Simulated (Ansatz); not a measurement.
Basis sets compared for BC2. Charge 0, multiplicity 2. Geometry PBE0-D4/def2-TZVP. Ansatz on 4 threads of Arm Neoverse V1 on a shared host; times are rough, and most runs start from earlier orbitals.

| atom | x (Å) | y (Å) | z (Å) |
| --- | --- | --- | --- |
| B1 | 1.136 | 0.705 | -0.088 |
| C2 | -0.029 | -0.015 | 0.000 |
| C3 | -1.107 | -0.690 | 0.087 |

The structure comes from a short search, and lower isomers may exist.

Binding counts from free atoms (B doublet, C triplet) in the same basis, without a counterpoise term.

```
                            level  functions  energy (Eh)  HOMO (eV)  LUMO (eV)  binding per atom (eV)  wall time
                  PBE-D4/def2-SVP         42    -100.5872      -6.83      -5.30                   4.56      0.3 s
                 PBE-D4/def2-TZVP         93    -100.6993      -7.02      -5.43                   4.51     0.55 s
r2SCAN-D4/def2-TZVP (with forces)         93    -100.7750      -7.26      -4.65                   4.29      1.1 s
                 PBE0-D4/def2-SVP         42    -100.5882      -8.31      -4.22                   4.33      0.3 s
                PBE0-D4/def2-TZVP         93    -100.6997      -8.46      -4.33                   4.27     0.85 s
```

Estimate the rows for PBE-D4/def2-TZVPD, r2SCAN-D4/def2-TZVPD, PBE0-D4/def2-TZVPD.


```
               level  functions  energy (Eh)  HOMO (eV)  LUMO (eV)  binding per atom (eV)  wall time
   PBE-D4/def2-TZVPD        111    -100.6997      -7.04      -5.44                   4.51      0.7 s
r2SCAN-D4/def2-TZVPD        111    -100.7752      -7.27      -4.66                   4.28      1.2 s
  PBE0-D4/def2-TZVPD        111    -100.7000      -8.48      -4.34                   4.27     0.75 s
```
